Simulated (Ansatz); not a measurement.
Reaction (substitution at a C–C bond): `ClCCCCl` + H–F → `FCCl` + `CCCl`

Gas-phase electronic energies from Ansatz, PBE0-D4/def2-TZVP geometries. CCSD(T)/CBS adds triple-zeta CCSD(T) − MP2 to the extrapolated MP2 energy (def2 sets, frozen cores). This one scheme is used for every species. One conformer a species, not always the lowest.

`ClCCCCl`:

Z-matrix (Å, degrees):
```
C
C 1 1.511
Cl 1 1.782 2 110.9
H 1 1.088 2 111.5 3 119.2
H 1 1.091 2 111.5 3 -118.9
C 2 1.512 1 112.8 3 178.0
H 2 1.095 1 109.3 3 58.2
H 2 1.092 1 109.8 3 -59.1
Cl 6 1.788 2 112.2 1 64.3
H 6 1.089 2 110.9 1 -176.8
H 6 1.090 2 111.8 1 -55.2
```

H–F:

```xyz
2

F     0.227    0.069    0.394
H    -0.227   -0.069   -0.394
```

`FCCl`:

```xyz
5

F     0.058   -1.138    0.738
C    -0.017    0.064    0.118
Cl    0.152   -0.130   -1.629
H     0.800    0.697    0.463
H    -0.993    0.507    0.311
```

`CCCl`:

Cartesian coordinates in Å:
```
C 0.706 0.042 0.368
C -0.667 0.094 -0.249
Cl -0.929 -1.266 -1.379
H 0.834 0.886 1.052
H 1.482 0.099 -0.398
H 0.847 -0.882 0.931
H -0.819 1.005 -0.828
H -1.454 0.023 0.502
```

```json
{"species": "`ClCCCCl`", "CCSD(T)/CBS(def2) energy (Eh)": "-1037.33329"}
{"species": "H–F", "CCSD(T)/CBS(def2) energy (Eh)": "-100.39570"}
{"species": "`FCCl`", "CCSD(T)/CBS(def2) energy (Eh)": "-598.81139"}
{"species": "`CCCl`", "CCSD(T)/CBS(def2) energy (Eh)": "-538.89655"}
```

**Question.** Work out ΔE.

**Answer.** ΔE = (-598.81139) + (-538.89655) − (-1037.33329) − (-100.39570) = 0.02105 Eh = +0.57 eV.

Largest T1 diagnostic among the species: 0.010.

Leaving LDA and LC-ωPBE aside and taking each functional with its dispersion term where it has one, the values, not all of them listed here, spread over 0.18 eV, from BLYP-D4 to PBE-QIDH. LDA lies +0.12 eV from PBE without D4. In def2-TZVPP, CCSD(T) changes the Hartree–Fock value by +0.25 eV (the triples alone add +0.02 eV) and MP2 by +0.36 eV. From PBE to PBE0 (25 % exact exchange), in def2-TZVPP and without D4, ΔE moves by +0.07 eV.
